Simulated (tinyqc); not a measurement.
Pariser-Parr-Pople SCF with singles CI, for the molecule C=CC=CC=C (SMILES; centres numbered as the heavy atoms are written), step by step. One step of it, computed by the program tinyqc.

Task: Singles CI, singlets. Over the 9 single excitations with the smallest orbital gaps: A = (e_a - e_i) delta + 2 (ia|jb) - (ij|ab), with (pq|rs) = sum c_mp c_mq gamma_mn c_nr c_ns. f = 2/3 w |mu|^2 in atomic units, mu = sqrt2 sum c_ia sum_m c_mi c_ma R_m.

orbital energies (eV): -13.973373  -12.250171  -9.679407  -1.510593  1.060171  2.783373

coefficients:
```
         MO1        MO2        MO3        MO4        MO5        MO6
1C  0.258075   0.455734   0.475083   0.475083  -0.455734   0.258075
2C  0.409322   0.510739   0.267584  -0.267584   0.510739  -0.409322
3C  0.515609   0.177350  -0.450216  -0.450216  -0.177350   0.515609
4C  0.515609  -0.177350  -0.450216   0.450216  -0.177350  -0.515609
5C  0.409322  -0.510739   0.267584   0.267584   0.510739   0.409322
6C  0.258075  -0.455734   0.475083  -0.475083  -0.455734  -0.258075
```

repulsion gamma_rs (eV):
```
           1C         2C         3C         4C         5C         6C
1C  11.130000   7.554319   5.238816   3.670169   2.868553   2.308288
2C   7.554319  11.130000   7.551683   5.238816   3.669262   2.868553
3C   5.238816   7.551683  11.130000   7.554319   5.238816   3.670169
4C   3.670169   5.238816   7.554319  11.130000   7.551683   5.238816
5C   2.868553   3.669262   5.238816   7.551683  11.130000   7.554319
6C   2.308288   2.868553   3.670169   5.238816   7.554319  11.130000
```

Centres (angstrom, eV; a flat drawing with bonds scaled to 1.40 angstrom):

| centre | x | y | core charge z | W | gamma_rr |
|---|---|---|---|---|---|
| 1C | -3.045000 | -0.196000 | 1 | 11.160000 | 11.130000 |
| 2C | -1.799000 | 0.442000 | 1 | 11.160000 | 11.130000 |
| 3C | -0.623000 | -0.319000 | 1 | 11.160000 | 11.130000 |
| 4C | 0.623000 | 0.319000 | 1 | 11.160000 | 11.130000 |
| 5C | 1.799000 | -0.442000 | 1 | 11.160000 | 11.130000 |
| 6C | 3.045000 | 0.196000 | 1 | 11.160000 | 11.130000 |

Give: singlet CI matrix; singlet excitation energies; oscillator strengths.

Result:

singlet CI matrix (eV):
```
         3>4      2>4      3>5     1>4     3>6     2>5     2>6     1>5
3>4   4.3040   0.0000   0.0000  0.1173  0.1173  0.7774  0.0000  0.0000
2>4   0.0000   6.3837  -0.0226  0.0000  0.0000  0.0000  0.3958  0.8687
3>5   0.0000  -0.0226   6.3837  0.0000  0.0000  0.0000  0.8687  0.3958
1>4   0.1173   0.0000   0.0000  7.4060  0.2515  0.5405  0.0000  0.0000
3>6   0.1173   0.0000   0.0000  0.2515  7.4060  0.5405  0.0000  0.0000
2>5   0.7774   0.0000   0.0000  0.5405  0.5405  8.6549  0.0000  0.0000
2>6   0.0000   0.3958   0.8687  0.0000  0.0000  0.0000  9.7541  0.9453
1>5   0.0000   0.8687   0.3958  0.0000  0.0000  0.0000  0.9453  9.7541
1>6  -0.1856   0.0000   0.0000  0.5373  0.5373  1.0578  0.0000  0.0000

         1>6
3>4  -0.1856
2>4   0.0000
3>5   0.0000
1>4   0.5373
3>6   0.5373
2>5   1.0578
2>6   0.0000
1>5   0.0000
1>6  10.7753
```

singlet excitation energies (eV): 4.1473  6.0194  6.3165  7.1545  7.2424  8.5214  8.8985  11.0411  11.4805

oscillator strengths: 1.5474  0.0000  0.0000  0.0000  0.0386  0.2219  0.0000  0.0000  0.0622
